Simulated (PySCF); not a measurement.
A structure optimised at PBE0-D3(BJ)/def2-SVP (Å):
```
atom  x, y, z in Å
C1     1.102   -1.273   -0.516
P2     0.149    0.153    0.043
P3     1.057    2.063    0.561
C4    -1.418   -0.190    0.875
C5    -1.550    0.274   -0.560
H6     1.837   -1.549    0.254
H7     0.412   -2.112   -0.689
H8     1.623   -1.021   -1.451
H9     2.064    1.445    1.363
H10    1.847    2.084   -0.627
H11   -1.712    0.502    1.671
H12   -1.619   -1.244    1.100
H13   -1.841   -0.463   -1.318
H14   -1.937    1.282   -0.744
```

Charge +1, singlet.

Read off the bonds between heavy atoms and their formal orders.

C1–P2 1.80 Å (single); P2–P3 2.18 Å (single); P2–C4 1.81 Å (single); C4–C5 1.51 Å (single); P2–C5 1.81 Å (single). Bonds to hydrogen (Å): C1–H6 1.10; C1–H7 1.10; C1–H8 1.10; P3–H9 1.43; P3–H10 1.43; C4–H11 1.10; C4–H12 1.10; C5–H13 1.10; C5–H14 1.10.

Give the structure as a SMILES string.

`C[P+]1(P)CC1`, [C3H9P2]+.

Which rings does it hold (smallest set)?

P2–C4–C5 (3 members).

Describe the place of each heavy atom.

C1: sp3 carbon bound to phosphorus; P2: phosphorus bonded to 3 C and P; P3: three-coordinate phosphorus; C4/C5: sp3 carbon bound to phosphorus.

What is the arrangement about P3?

It has 3 neighbours (P2, H9, H10) and is pyramidal (angles 94.8°, 92.8° and 92.6°, sum 280.1°, 0.86 Å off the plane of its three neighbours).

What is the arrangement about C4?

It has 4 neighbours (P2, C5, H11, H12) and has angles from 65.2° to 118.2°.

All values are computed, not measured.
